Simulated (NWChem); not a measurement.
All runs are NWChem calculations. System: Cl2, charge 0, spin multiplicity 1, at a geometry optimised with PBE0/def2-SVP. Level: MP2/cc-pVDZ, 10 core orbitals frozen, spin-restricted.

Part of the output:

```
             Northwest Computational Chemistry Package (NWChem) 7.3.0
             --------------------------------------------------------

                                NWChem Input Module
                                -------------------

 Scaling coordinates for geometry "geometry" by  1.889725989
 (inverse scale =  0.529177249)

                             Geometry "geometry" -> ""
                             -------------------------

 Output coordinates in angstroms (scale by  1.889725989 to convert to a.u.)

  No.       Tag          Charge          X              Y              Z
 ---- ---------------- ---------- -------------- -------------- --------------
    1 Cl                  17.0000     0.00000000     0.00000000     1.01276800
    2 Cl                  17.0000     0.00000000     0.00000000    -1.01276800

 Effective nuclear repulsion energy (a.u.)      75.5021016466

            Nuclear Dipole moment (a.u.)
            ----------------------------
        X                 Y               Z
 ---------------- ---------------- ----------------
     0.0000000000     0.0000000000     0.0000000000


 Summary of "ao basis" -> "" (spherical)
 ------------------------------------------------------------------------------
       Tag                 Description            Shells   Functions and Types
 ---------------- ------------------------------  ------  ---------------------
 *                          cc-pvdz                   on all atoms

 Summary of "ao basis" -> "ao basis" (spherical)
 ------------------------------------------------------------------------------
       Tag                 Description            Shells   Functions and Types
 ---------------- ------------------------------  ------  ---------------------
 Cl                         cc-pvdz                  8       18   4s3p1d

                                 NWChem SCF Module
                                 -----------------

  ao basis        = "ao basis"
  functions       =    36
  atoms           =     2
  closed shells   =    17
  open shells     =     0
  charge          =   0.00
  wavefunction    = RHF
  use symmetry    = F
  symmetry adapt  = F

 Summary of "ao basis" -> "ao basis" (spherical)
 ------------------------------------------------------------------------------
       Tag                 Description            Shells   Functions and Types
 ---------------- ------------------------------  ------  ---------------------
 Cl                         cc-pvdz                  8       18   4s3p1d

 Forming initial guess at       0.0s

      Superposition of Atomic Density Guess
      -------------------------------------

 Sum of atomic energies:        -918.95009295

      Non-variational initial energy
      ------------------------------

 Total energy =    -919.040169
 1-e energy   =   -1420.751473
 2-e energy   =     426.209202
 HOMO         =      -0.350817
 LUMO         =      -0.117432

 Starting SCF solution at       0.6s

 ----------------------------------------------
         Quadratically convergent ROHF

 Convergence threshold     :          1.000E-07
 Maximum no. of iterations :          100
 Final Fock-matrix accuracy:          1.000E-09
 ----------------------------------------------

              iter       energy          gnorm     gmax       time
             ----- ------------------- --------- --------- --------
                 1     -918.9459556204  4.43D-01  2.24D-01      0.6
                 2     -918.9600858133  8.99D-02  3.53D-02      0.6
                 3     -918.9608445534  3.79D-03  1.33D-03      0.6
                 4     -918.9608455693  2.41D-06  1.10D-06      0.6
                 5     -918.9608455693  2.81D-09  1.28D-09      0.6

       Final RHF  results
       ------------------

         Total SCF energy =   -918.960845569260
      One-electron energy =  -1420.148233702935
      Two-electron energy =    425.685286487043
 Nuclear repulsion energy =     75.502101646632

        Time for solution =      0.0s

             Final eigenvalues
             -----------------

              1
    1 -104.8958
    2 -104.8958
    3  -10.6199
    4  -10.6198
    5   -8.0879
    6   -8.0878
    7   -8.0826
[...]
   27    0.7892

                       ROHF Final Molecular Orbital Analysis
                       -------------------------------------

 Vector   15  Occ=2.000000D+00  E=-5.649709D-01
              MO Center= -1.9D-16, -6.5D-16, -1.8D-14, r^2= 2.0D+00
   Bfn.  Coefficient  Atom+Function         Bfn.  Coefficient  Atom+Function
  ----- ------------  ---------------      ----- ------------  ---------------
     9      0.421061  1 Cl py                27      0.421061  2 Cl py
    12      0.305050  1 Cl py                30      0.305050  2 Cl py

 Vector   16  Occ=2.000000D+00  E=-4.486556D-01
              MO Center=  9.8D-17,  2.5D-16, -8.0D-15, r^2= 2.3D+00
   Bfn.  Coefficient  Atom+Function         Bfn.  Coefficient  Atom+Function
  ----- ------------  ---------------      ----- ------------  ---------------
     8      0.463787  1 Cl px                26     -0.463787  2 Cl px
    11      0.384101  1 Cl px                29     -0.384101  2 Cl px

 Vector   17  Occ=2.000000D+00  E=-4.486556D-01
              MO Center= -1.2D-16, -4.8D-16,  1.7D-14, r^2= 2.3D+00
   Bfn.  Coefficient  Atom+Function         Bfn.  Coefficient  Atom+Function
  ----- ------------  ---------------      ----- ------------  ---------------
     9      0.463787  1 Cl py                27     -0.463787  2 Cl py
    12      0.384101  1 Cl py                30     -0.384101  2 Cl py

 Vector   18  Occ=0.000000D+00  E= 2.812403D-02
              MO Center=  1.8D-17,  1.6D-16,  5.1D-14, r^2= 2.8D+00
   Bfn.  Coefficient  Atom+Function         Bfn.  Coefficient  Atom+Function
  ----- ------------  ---------------      ----- ------------  ---------------
    13      0.702489  1 Cl pz                31      0.702489  2 Cl pz
    10      0.417995  1 Cl pz                28      0.417995  2 Cl pz
     4     -0.401596  1 Cl s                 22      0.401596  2 Cl s

 Vector   19  Occ=0.000000D+00  E= 6.255045D-01
              MO Center=  1.8D-17,  5.0D-16,  6.0D-13, r^2= 2.8D+00
   Bfn.  Coefficient  Atom+Function         Bfn.  Coefficient  Atom+Function
  ----- ------------  ---------------      ----- ------------  ---------------
    13      0.590800  1 Cl pz                31     -0.590800  2 Cl pz
    16      0.478200  1 Cl d  0              34      0.478200  2 Cl d  0
    10     -0.472888  1 Cl pz                28      0.472888  2 Cl pz

 Vector   20  Occ=0.000000D+00  E= 6.788694D-01
              MO Center= -2.4D-16,  2.7D-16,  2.3D-13, r^2= 4.8D+00
   Bfn.  Coefficient  Atom+Function         Bfn.  Coefficient  Atom+Function
  ----- ------------  ---------------      ----- ------------  ---------------
    13      1.209149  1 Cl pz                31      1.209149  2 Cl pz
    10     -0.777224  1 Cl pz                28     -0.777224  2 Cl pz
     4     -0.258250  1 Cl s                 22      0.258250  2 Cl s
     3     -0.233251  1 Cl s                 21      0.233251  2 Cl s

 center of mass
 --------------
 x =   0.00000000 y =   0.00000000 z =   0.00000000

 moments of inertia (a.u.)
 ------------------
         256.170407256312           0.000000000000           0.000000000000
           0.000000000000         256.170407256312           0.000000000000
           0.000000000000           0.000000000000           0.000000000000

  Mulliken analysis of the total density
  --------------------------------------

    Atom       Charge   Shell Charges
 -----------   ------   -------------------------------------------------------
    1 Cl  17    17.00   2.00  2.01  0.97  0.99  6.00  2.96  2.03  0.04
    2 Cl  17    17.00   2.00  2.01  0.97  0.99  6.00  2.96  2.03  0.04

       Multipole analysis of the density wrt the origin
       ------------------------------------------------

     L   x y z        total         open         nuclear
     -   - - -        -----         ----         -------
     0   0 0 0     -0.000000      0.000000     34.000000

     1   1 0 0      0.000000      0.000000      0.000000
     1   0 1 0      0.000000      0.000000      0.000000
     1   0 0 1      0.000000      0.000000      0.000000

     2   2 0 0    -18.998423      0.000000      0.000000
     2   1 1 0      0.000000      0.000000      0.000000
     2   1 0 1      0.000000      0.000000      0.000000
     2   0 2 0    -18.998423      0.000000      0.000000
     2   0 1 1      0.000000      0.000000      0.000000
     2   0 0 2    -16.503079      0.000000    124.536464

                   NWChem MP2 Semi-direct Energy/Gradient Module
                   ---------------------------------------------

  Basis functions       =     36
  Molecular orbitals    =     36
  Frozen core           =     10
  Frozen virtuals       =      0
  Active alpha occupied =      7
  Active beta occupied  =      7
  Active alpha virtual  =     19
  Active beta virtual   =     19
  Use MO symmetry       = F
  Use skeleton AO sym   = F

  AO/Fock/Back tols     =   1.0D-09  1.0D-09  1.0D-09

 GA uses MA = F    GA memory limited = T

 Available:
  local mem=  1.26D+08
 global mem=  1.44D+08
 local disk=  0.00D+00
  mp2_memr nvloc                    19
  nvloc new                    19
   1 passes of   7:        2097152                       6035                    303436.
   1 passes of   7: M    126154325           G      144176608           F     124057173.

 Semi-direct pass number   1 of   1  for RHF alpha+beta  at        0.7s
  vrange nnbf                   666
  mp2_eaftype                    10  avail_ma_in_mb                  1099
 EAF : mp2_eaftype filesize          10     151718.
  mp2_eaf for mointskh                     10
Node 0 wrote      0.7 Mb in      0.0 s     Agg I/O rate:  2057.0 Mb/s
 Done moints_semi at        1.4s
  mp2_eaftype                    10  avail_ma_in_mb                  1089
 EAF : mp2_eaftype filesize          10     151718.
  mp2_eaf for kh                    10
 Done maket at        1.4s
 Done multipass loop at        1.4s

          -------------------------------------------
          SCF energy                -918.960845569260
          Correlation energy          -0.271107913962
          Singlet pairs               -0.164705609049
          Triplet pairs               -0.106402304913
          Total MP2 energy          -919.231953483222
          -------------------------------------------

          ---------------------------------------------------
                    Spin Component Scaled (SCS) MP2
          Same spin pairs                     -0.070934869942
          Same spin scaling factor             0.333333333333
          Opposite spin pairs                 -0.200173044020
          Opposite spin scaling fact.          1.200000000000
          SCS-MP2 correlation energy          -0.263852609471
          Total SCS-MP2 energy              -919.224698178731
          ---------------------------------------------------

 -----------------------
 Performance information
 -----------------------

 Timer overhead =  9.92D-08 seconds/call

               Nr. of calls         CPU time (s)                 Wall time (s)                GFlops
             ---------------    -------------------     ------------------------------   -------------------
Name         Min   Avg   Max    Min     Avg     Max     Min     Avg     Max   Mx/calls   Min     Max     Sum
mp2: moin     1     1     1   0.78    0.78    0.78     0.78    0.78    0.78    0.78      0.0     0.0     0.0
mp2: make     1     1     1   3.43E-3 3.43E-3 3.43E-3  3.43E-3 3.43E-3 3.43E-3 3.43E-3   0.0     0.0     0.0
mp2: tota     1     1     1   0.80    0.80    0.80     0.80    0.80    0.80    0.80      0.0     0.0     0.0

 The average no. of pstat calls per process was 3.00D+00
 with a timing overhead of 2.98D-07s

 Task  times  cpu:        1.4s     wall:        1.4s

 Total times  cpu:        1.4s     wall:        1.4s
```

**Question.** Write an NWChem input that would produce this output.

**Answer.** One answer among several that fit: 
```
start mol
memory heap 200 mb stack 900 mb global 1100 mb
geometry units angstroms nocenter noautoz noautosym
  Cl     0.000000     0.000000     1.012768
  Cl     0.000000     0.000000    -1.012768
end
basis spherical
  * library cc-pvdz
end
scf
  rhf
  nopen 0
  maxiter 100
  thresh 1e-7
  semidirect memsize 60000000 filesize 0
end
mp2
  freeze core 10
end
task mp2 energy
```
